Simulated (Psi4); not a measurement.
# AlCl (aluminium monochloride) at B2PLYP/aug-cc-pVTZ (density fitting for correlation), part 2 of 2

Psi4 1.11. Earlier steps stand in the parts before.

## (3) The distorted shape at the same level

job.in reads:

```
memory 1600 MB

molecule geom {
  0 1
  Al     0.000000     0.000000    -1.065087
  Cl     0.000000     0.000000     2.130113
  symmetry c1
}

set basis aug-cc-pVTZ
set puream true
set e_convergence 1e-09
set d_convergence 1e-08
set scf_type pk
set dft_radial_points 99
set dft_spherical_points 590
set num_frozen_docc 10

energy("b2plyp")
print_variables()
```

Command:

```sh
$ psi4 -n 1 job.in job.out
```

job.out:

```text
Psi4 1.11 release

   => Loading Basis Set <=

    Name: AUG-CC-PVTZ
    Role: ORBITAL
    Keyword: BASIS

         ---------------------------------------------------------
                                   SCF
                              RKS Reference
                        1 Threads,   1525 MiB Core
         ---------------------------------------------------------

  ==> Geometry <==

    Molecular point group: c1
    Full point group: C_inf_v

    Geometry (in Angstrom), charge = 0, multiplicity = 1:

       Center              X                  Y                   Z               Mass
    ------------   -----------------  -----------------  -----------------  -----------------
         AL           0.000000000000     0.000000000000    -1.803579862913    26.981538530000
         CL           0.000000000000     0.000000000000     1.391620137087    34.968852682000

  Running in c1 symmetry.

  Rotational constants: A = ************  B =      0.10842  C =      0.10842 [cm^-1]
  Rotational constants: A = ************  B =   3250.25222  C =   3250.25222 [MHz]
  Nuclear repulsion =   36.601202916271291

  Charge       = 0
  Multiplicity = 1
  Electrons    = 30
  Nalpha       = 15
  Nbeta        = 15

  ==> Algorithm <==

  SCF Algorithm Type is PK.
  DIIS enabled.
  MOM disabled.
  Fractional occupation disabled.
  Guess Type is SAD.
  Energy threshold   = 1.00e-09
  Density threshold  = 1.00e-08
  Integral threshold = 1.00e-12

  ==> Primary Basis <==

  Basis Set: AUG-CC-PVTZ
    Blend: AUG-CC-PVTZ
    Number of shells: 32
    Number of basis functions: 100
    Number of Cartesian functions: 118
    Spherical Harmonics?: true
    Max angular momentum: 3

  ==> DFT Potential <==

   => LibXC <=

    Version 7.1.2

   => Composite Functional: B2PLYP <=

    B2PLYP Double Hybrid Exchange-Correlation Functional

    Deriv               =              1
    GGA                 =           TRUE
    Meta                =          FALSE

    Exchange Hybrid     =           TRUE
    MP2 Hybrid          =           TRUE

   => Exchange Functionals <=

    0.4700     XC_GGA_X_B88

   => Exact (HF) Exchange <=

    0.5300               HF

   => Correlation Functionals <=

    0.7300     XC_GGA_C_LYP

   => MP2 Correlation <=

    0.2700       MP2

   => LibXC Density Thresholds  <==

    XC_GGA_C_LYP:  1.00E-14
    XC_GGA_X_B88:  1.00E-15

   => Molecular Quadrature <=

    Radial Scheme          =       TREUTLER
    Pruning Scheme         =           NONE
    Nuclear Scheme         =       TREUTLER

    Blocking Scheme        =         OCTREE
    BS radius alpha        =              1
    Pruning alpha          =              1
    Radial Points          =             99
    Spherical Points       =            590
    Total Points           =         115066
    Total Blocks           =           1013
    Max Points             =            256
    Max Functions          =            100
    Weights Tolerance      =       1.00E-15

  ==> Integral Setup <==

  Using in-core PK algorithm.
   Calculation information:
      Number of atoms:                   2
      Number of AO shells:              32
      Number of primitives:            128
      Number of atomic orbitals:       118
      Number of basis functions:       100

      Integral cutoff                 1.00e-12
      Number of threads:                 1

  Performing in-core PK
  Using 25507550 doubles for integral storage.
  We computed 139603 shell quartets total.
  Whereas there are 139656 unique shell quartets.

  ==> DiskJK: Disk-Based J/K Matrices <==

    J tasked:                  Yes
    K tasked:                  Yes
    wK tasked:                  No
    Memory [MiB]:              845
    Schwarz Cutoff:          1E-12

  Cached 100.0% of DFT collocation blocks in 0.292 [GiB].

  Minimum eigenvalue in the overlap matrix is 2.7516905146E-03.
  Reciprocal condition number of the overlap matrix is 6.5895396807E-04.
    Using symmetric orthogonalization.

  ==> Pre-Iterations <==

  SCF Guess: Superposition of Atomic Densities via on-the-fly atomic UHF (no occupation information).

   -------------------------
    Irrep   Nso     Nmo
   -------------------------
     A        100     100
   -------------------------
    Total     100     100
   -------------------------

  ==> Iterations <==

                        Total Energy        Delta E     RMS |[F,P]|

   @RKS iter SAD:  -701.63270736788490   -7.01633e+02   0.00000e+00
   @RKS iter   1:  -702.23458194094701   -6.01875e-01   3.60984e-03 ADIIS/DIIS
   @RKS iter   2:  -701.96154074317280    2.73041e-01   7.05766e-03 ADIIS/DIIS
   @RKS iter   3:  -702.31704457603757   -3.55504e-01   5.01757e-04 ADIIS/DIIS
   @RKS iter   4:  -702.31896925218905   -1.92468e-03   1.81075e-04 ADIIS/DIIS
   @RKS iter   5:  -702.31920058663229   -2.31334e-04   4.98337e-05 DIIS
   @RKS iter   6:  -702.31923492092619   -3.43343e-05   1.23956e-05 DIIS
   @RKS iter   7:  -702.31923914235722   -4.22143e-06   4.92829e-06 DIIS
   @RKS iter   8:  -702.31923983141326   -6.89056e-07   1.13611e-06 DIIS
   @RKS iter   9:  -702.31923989609197   -6.46787e-08   1.83553e-07 DIIS
   @RKS iter  10:  -702.31923989660743   -5.15456e-10   2.96011e-08 DIIS
   @RKS iter  11:  -702.31923989661550   -8.07177e-12   2.70478e-09 DIIS
  Energy and wave function converged.

  ==> Post-Iterations <==

   Electrons on quadrature grid:
      Ntotal   =   29.9999999997 ; deviation = -3.421e-10

    Orbital Energies [Eh]
    ---------------------

    Doubly Occupied:

       1A   -102.821525     2A    -57.197400     3A     -9.807816
       4A     -7.445473     5A     -7.443550     6A     -7.443550
       7A     -4.567002     8A     -3.017773     9A     -3.017773
      10A     -3.016209    11A     -0.796525    12A     -0.415729
      13A     -0.287703    14A     -0.282760    15A     -0.282760

    Virtual:

      16A     -0.080246    17A     -0.080246    18A     -0.050555
      19A      0.008729    20A      0.024524    21A      0.024524
      22A      0.035903    23A      0.060489    24A      0.060490
      25A      0.073425    26A      0.074667    27A      0.074667
      28A      0.140817    29A      0.149621    30A      0.149621
      31A      0.213265    32A      0.227139    33A      0.229320
      34A      0.229320    35A      0.232981    36A      0.232981
      37A      0.238492    38A      0.242321    39A      0.242321
      40A      0.265100    41A      0.265100    42A      0.268727
      43A      0.268727    44A      0.306318    45A      0.306318
      46A      0.311951    47A      0.385959    48A      0.385959
      49A      0.426796    50A      0.465238    51A      0.474244
      52A      0.474244    53A      0.651365    54A      0.651365
      55A      0.770830    56A      0.770830    57A      0.791317
      58A      0.816169    59A      0.816169    60A      0.860308
      61A      0.892814    62A      0.892814    63A      0.897565
      64A      0.897565    65A      0.901105    66A      0.901105
      67A      0.927015    68A      0.927015    69A      0.947492
      70A      0.970931    71A      0.971759    72A      0.971759
      73A      1.131266    74A      1.157419    75A      1.157419
      76A      1.173903    77A      1.173903    78A      1.285982
      79A      1.285982    80A      1.303330    81A      1.785346
      82A      2.027006    83A      2.027006    84A      2.215964
      85A      2.428115    86A      2.428117    87A      2.475058
      88A      2.475058    89A      2.488970    90A      2.587302
      91A      2.587302    92A      2.763680    93A      2.962469
      94A      2.962469    95A      2.972673    96A      2.972673
      97A      3.030677    98A      3.030677    99A      3.173949
     100A      5.217805

    Final Occupation by Irrep:
              A
    DOCC [    15 ]
    NA   [    15 ]
    NB   [    15 ]

  @RKS Final Energy:  -702.31923989661550

   => Energetics <=

    Nuclear Repulsion Energy =             36.6012029162712906
    One-Electron Energy =               -1046.2219713936578955
    Two-Electron Energy =                 329.6115472428941757
    DFT Exchange-Correlation Energy =     -22.3100186621230563
    Empirical Dispersion Energy =           0.0000000000000000
    VV10 Nonlocal Energy =                  0.0000000000000000
    Total Energy =                       -702.3192398966154997

Computation Completed

Properties will be evaluated at   0.000000,   0.000000,   0.000000 [a0]

Properties computed using the SCF density matrix

 Multipole Moments:

 ------------------------------------------------------------------------------------
     Multipole            Electronic (a.u.)      Nuclear  (a.u.)        Total (a.u.)
 ------------------------------------------------------------------------------------

 L = 1.  Multiply by 2.5417464519 to convert [e a0] to [Debye]
 Dipole X            :         -0.0000000            0.0000000           -0.0000000
 Dipole Y            :          0.0000000            0.0000000            0.0000000
 Dipole Z            :         -4.0170794            0.3987400           -3.6183395
 Magnitude           :                                                    3.6183395

 ------------------------------------------------------------------------------------

	total time  =         27 seconds =       0.45 minutes

   => Loading Basis Set <=

    Name: (AUG-CC-PVTZ AUX)
    Role: RIFIT
    Keyword: DF_BASIS_MP2

	 --------------------------------------------------------
	                          DF-MP2
	      2nd-Order Density-Fitted Moller-Plesset Theory
	              RMP2 Wavefunction,   1 Threads

	 --------------------------------------------------------

   => Auxiliary Basis Set <=

  Basis Set: (AUG-CC-PVTZ AUX)
    Blend: AUG-CC-PVTZ-RI
    Number of shells: 74
    Number of basis functions: 294
    Number of Cartesian functions: 382
    Spherical Harmonics?: true
    Max angular momentum: 4

	 --------------------------------------------------------
	                 NBF =   100, NAUX =   294
	 --------------------------------------------------------
	   CLASS    FOCC     OCC    AOCC    AVIR     VIR    FVIR
	   PAIRS      10      15       5      85      85       0
	 --------------------------------------------------------

	-----------------------------------------------------------
	 ==================> DF-MP2 Energies <====================
	-----------------------------------------------------------
	 Reference Energy          =    -702.3192398966154997 [Eh]
	 Singles Energy            =      -0.0000000000000000 [Eh]
	 Same-Spin Energy          =      -0.0690030216817429 [Eh]
	 Opposite-Spin Energy      =      -0.2341629751555007 [Eh]
	 Correlation Energy        =      -0.3031659968372437 [Eh]
	 Total Energy              =    -702.6224058934527648 [Eh]
	-----------------------------------------------------------
	 ================> DF-SCS-MP2 Energies <==================
	-----------------------------------------------------------
	 SCS Same-Spin Scale       =       0.3333333333333333 [-]
	 SCS Opposite-Spin Scale   =       1.2000000000000000 [-]
	 SCS Same-Spin Energy      =      -0.0230010072272476 [Eh]
	 SCS Opposite-Spin Energy  =      -0.2809955701866009 [Eh]
	 SCS Correlation Energy    =      -0.3039965774138485 [Eh]
	 SCS Total Energy          =    -702.6232364740293406 [Eh]
	-----------------------------------------------------------

    B2PLYP Energy Summary
    ---------------------
    DFT Reference Energy                  =  -702.3192398966154997
    Scaled MP2 Correlation                =    -0.0818548191460558
    @Final double-hybrid DFT total energy =  -702.4010947157615874

	total time  =          0 seconds =       0.00 minutes

  Variable Map:
  ----------------------------------------------------------------------------
  "B2PLYP DOUBLE-HYBRID CORRECTION ENERGY" =>      -0.081854819146
  "B2PLYP TOTAL ENERGY"                    =>    -702.401094715762
  "CURRENT ENERGY"                         =>    -702.401094715762
  "CURRENT REFERENCE ENERGY"               =>    -702.319239896615
  "DD SOLVATION ENERGY"                    =>       0.000000000000
  "DFT FUNCTIONAL TOTAL ENERGY"            =>    -702.319239896615
  "DFT TOTAL ENERGY"                       =>    -702.401094715762
  "DFT VV10 ENERGY"                        =>       0.000000000000
  "DFT XC ENERGY"                          =>     -22.310018662123
  "DOUBLE-HYBRID CORRECTION ENERGY"        =>      -0.081854819146
  "GRID ELECTRONS ALPHA"                   =>      14.999999999829
  "GRID ELECTRONS BETA"                    =>      14.999999999829
  "GRID ELECTRONS TOTAL"                   =>      29.999999999658
  "NUCLEAR REPULSION ENERGY"               =>      36.601202916271
  "ONE-ELECTRON ENERGY"                    =>   -1046.221971393658
  "PCM POLARIZATION ENERGY"                =>       0.000000000000
  "PE ENERGY"                              =>       0.000000000000
  "SCF ITERATION ENERGY"                   =>    -702.319239896615
  "SCF ITERATIONS"                         =>      11.000000000000
  "SCF TOTAL ENERGY"                       =>    -702.319239896615
  "TWO-ELECTRON ENERGY"                    =>     329.611547242894
  "XC GRID RADIAL POINTS"                  =>      99.000000000000
  "XC GRID SPHERICAL POINTS"               =>     590.000000000000
  "XC GRID TOTAL POINTS"                   =>  115066.000000000000

  Array Variable Map:
  ----------------------------------------------------------------------------
  "CURRENT DIPOLE"                         =>      -0.000000000000 ... -3.618339458616 1 by 3
  "SCF DIPOLE"                             =>      -0.000000000000 ... -3.618339458616 1 by 3
  "SCF TOTAL ENERGIES"                     =>    -701.632707367885 ... -702.319239896615 1 by 12

    Psi4 run time: 0:00:27.29
```

It took 31 s on 1 thread of Intel Xeon at 2.50GHz (Skylake/Cascade Lake), shared host; peak memory 0.9 GiB.

## (4) Results

This closing draws on all 2 parts.

Level: B2PLYP/aug-cc-pVTZ (density fitting for correlation), 10 core orbitals frozen.

| quantity | value |
| --- | --- |
| first shape: total energy | -702.47209 Eh |
| first shape: HOMO energy (SCF part's orbitals) | -7.74 eV |
| first shape: LUMO energy (SCF part's orbitals) | -0.72 eV |
| first shape: HOMO–LUMO gap (SCF part's orbitals) | 7.02 eV |
| distorted shape: total energy | -702.40109 Eh |
| distorted shape: HOMO energy (SCF part's orbitals) | -7.69 eV |
| distorted shape: LUMO energy (SCF part's orbitals) | -2.18 eV |
| distorted shape: HOMO–LUMO gap (SCF part's orbitals) | 5.51 eV |
| energy change with the Al1–Cl2 bond stretched from 2.130 to 3.195 Å | 1.932 eV |

In words: With the Al1–Cl2 bond stretched from 2.130 to 3.195 Å the energy rises by 1.93 eV (45 kcal/mol). The first shape isn't relaxed at this level, so the change isn't measured from a minimum.
